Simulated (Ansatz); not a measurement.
# CH4AlCl (built from SMILES [CH3][AlH][Cl]): functionals against CCSD(T) at one geometry

Aim: energy, forces and dipole at a displaced guess of a reacting structure, from CCSD(T) and from density functionals.

Computed with Ansatz 0.2.0, Gaussian basis. Level: single points in def2-TZVPP.

Correlated methods freeze the cores.

### 1 The starting structure

7 atoms, charge 0, spin multiplicity 1.

Atoms are counted from 1 here; the program's logs count them from 0.

Bond lengths: Al1–Cl2 2.694 Å, Al1–C4 2.089 Å, C4–H5 1.149 Å, C4–H6 1.139 Å, C4–H7 1.124 Å. Angles: Cl2–Al1–C4 129.8°, Al1–C4–H5 111.1°, Al1–C4–H6 112.1°, Al1–C4–H7 111.2°, H5–C4–H6 108.8°, H5–C4–H7 106.8°, H6–C4–H7 106.4°.

Geometry (Å):

```tsv
atom	x (Å)	y (Å)	z (Å)
Al1	-0.2873	-0.8254	-0.2511
Cl2	1.7101	-1.9882	-1.6355
H3	-0.0608	-2.4145	-1.5172
C4	-0.3436	1.0246	0.7180
H5	-1.1864	1.6855	0.3010
H6	-0.4842	0.9152	1.8434
H7	0.6165	1.5903	0.5717
```

### 2 CCSD(T)/def2-TZVPP

run/in.yaml

```yaml
crystal:
  periodic: [false, false, false]
  atoms:
    - {symbol: Al, position_ang: [-0.287300, -0.825400, -0.251100]}
    - {symbol: Cl, position_ang: [1.710100, -1.988200, -1.635500]}
    - {symbol: H, position_ang: [-0.060800, -2.414500, -1.517200]}
    - {symbol: C, position_ang: [-0.343600, 1.024600, 0.718000]}
    - {symbol: H, position_ang: [-1.186400, 1.685500, 0.301000]}
    - {symbol: H, position_ang: [-0.484200, 0.915200, 1.843400]}
    - {symbol: H, position_ang: [0.616500, 1.590300, 0.571700]}
basis:
  gaussian: {orbitals: def2-TZVPP}
correlation: {method: ccsd_t}
output: {forces: true}
```

No record of the launch command was kept for these runs.

### 3 PBE0-D4/def2-TZVPP

run/in.yaml, as its differences from that of step 2:

```diff
@@ -12,3 +12,3 @@
   gaussian: {orbitals: def2-TZVPP}
-correlation: {method: ccsd_t}
-output: {forces: true}
+hamiltonian: {xc: pbe0, dispersion: d4}
+output: {forces: true, orbitals: {seedname: orbitals}}
```

### 4 wB97M-V/def2-TZVPP

run/in.yaml, as its differences from that of step 3:

```diff
@@ -12,3 +12,3 @@
   gaussian: {orbitals: def2-TZVPP}
-hamiltonian: {xc: pbe0, dispersion: d4}
-output: {forces: true, orbitals: {seedname: orbitals}}
+hamiltonian: {xc: {name: wB97M-V}}
+output: {forces: true}
```

### 5 r2SCAN-D4/def2-TZVPP

run/in.yaml, as its differences from that of step 4:

```diff
@@ -12,3 +12,3 @@
   gaussian: {orbitals: def2-TZVPP}
-hamiltonian: {xc: {name: wB97M-V}}
+hamiltonian: {xc: r2scan, dispersion: d4}
 output: {forces: true}
```

### 6 PBE-D4/def2-TZVPP

run/in.yaml, as its differences from that of step 5:

```diff
@@ -12,3 +12,3 @@
   gaussian: {orbitals: def2-TZVPP}
-hamiltonian: {xc: r2scan, dispersion: d4}
+hamiltonian: {xc: pbe, dispersion: d4}
 output: {forces: true}
```

### 7 CAM-B3LYP-D4/def2-TZVPP

run/in.yaml, as its differences from that of step 6:

```diff
@@ -12,3 +12,3 @@
   gaussian: {orbitals: def2-TZVPP}
-hamiltonian: {xc: pbe, dispersion: d4}
+hamiltonian: {xc: {name: CAM-B3LYP}, dispersion: d4}
 output: {forces: true}
```

### 8 LC-wPBE/def2-TZVPP

run/in.yaml, as its differences from that of step 7:

```diff
@@ -12,3 +12,3 @@
   gaussian: {orbitals: def2-TZVPP}
-hamiltonian: {xc: {name: CAM-B3LYP}, dispersion: d4}
+hamiltonian: {xc: {name: LC-wPBE}}
 output: {forces: true}
```

(Steps that only read results are left out.)

**Question.** What will these runs give? Wanted: energy less free atoms, CCSD(T)/def2-TZVPP; RMS force component; RMS force error; HOMO and LUMO, PBE0-D4; T1 diagnostic.

As calculated:

```
                                  quantity                                                                                                value
energy less free atoms, CCSD(T)/def2-TZVPP                                                                                           -19.492 eV
                       RMS force component                                                                 0.606 to 0.779 eV/Å over the methods
                           RMS force error  PBE0-D4 0.090, wB97M-V 0.117, r2SCAN-D4 0.063, PBE-D4 0.135, CAM-B3LYP-D4 0.115, LC-wPBE 0.131 eV/Å
                    HOMO and LUMO, PBE0-D4                                                                                   -5.96 and -2.30 eV
                             T1 diagnostic                                                                                                0.016
```

What this shows: Against CCSD(T) the functionals' energies less atoms differ by -1.218 to -0.061 eV, PBE-D4 by -1.218 eV. The reference is not at the basis limit: in triple zeta CCSD(T) underbinds, which counts against methods that bind more; the gaps are no ranking. For forces r2SCAN-D4 does best and PBE-D4 worst. Frozen-core CCSD(T) forces in triple zeta carry basis errors of their own, and this is one geometry, so small gaps rank nothing. The restricted Hartree–Fock reference is unstable towards an unrestricted one at one or more of these structures.
